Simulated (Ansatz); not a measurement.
Al₂H₆⁺, that is (H2Al-mu-H)2 with one electron fewer, relaxed as a doublet with UKS PBE0-D4/def2-TZVP in Ansatz, starting from the PBE0-D4/def2-TZVP geometry of the neutral singlet. Force threshold 0.02 eV/Å.

In the doublet geometry the species has come apart into loosely held pieces. In the charge 1 doublet, H2 and H6 lie 0.77 Å apart (atoms count from 1), so H2 has formed as a molecule. The relaxation made no stability test and no search for a lower SCF solution.

Start:

```xyz
8

Al    1.113   -0.381    0.552
H     2.110   -1.154   -0.395
H     1.297   -0.015    2.075
H    -0.495   -1.001    0.306
Al   -1.113    0.381   -0.551
H    -1.280    0.007   -2.074
H    -2.122    1.157    0.381
H     0.491    1.007   -0.295
```

Problem. Estimate the energy that the relaxation releases and the steps that it takes.

Solution. 35.6 kcal/mol, in 39 steps; 40 s on 4 threads of Arm Neoverse V1 on a shared host. The force fell under the threshold at step 16, but the optimiser went on and released 0.373 eV more. No frequencies were taken in this run, so the end may be a saddle point.

Problem. Does the start keep its bonding and symmetry?

Solution. Bonds lost: Al1–H2, Al5–H6 (atoms count from 1). The end holds 2 separate pieces. Point group D2h at the start, Cs at the end, both within 0.05 Å.

Problem. Predict the relaxed structure.

Solution. 
```xyz
8

Al    1.5510   -0.4350    1.0827
H    -0.0321   -0.5331   -1.8393
H     1.1874    0.1642    2.4995
H    -0.1191   -1.1091    0.6162
Al   -0.6697    0.3104   -0.0572
H    -0.7188   -0.2598   -2.0426
H    -2.0774    0.9409   -0.2641
H     0.8786    0.9215    0.0047
```
Bond lengths (bridged metal pairs left out): 1 × Al–Al 2.61 Å; 4 × Al–H 1.56 to 1.67 Å.
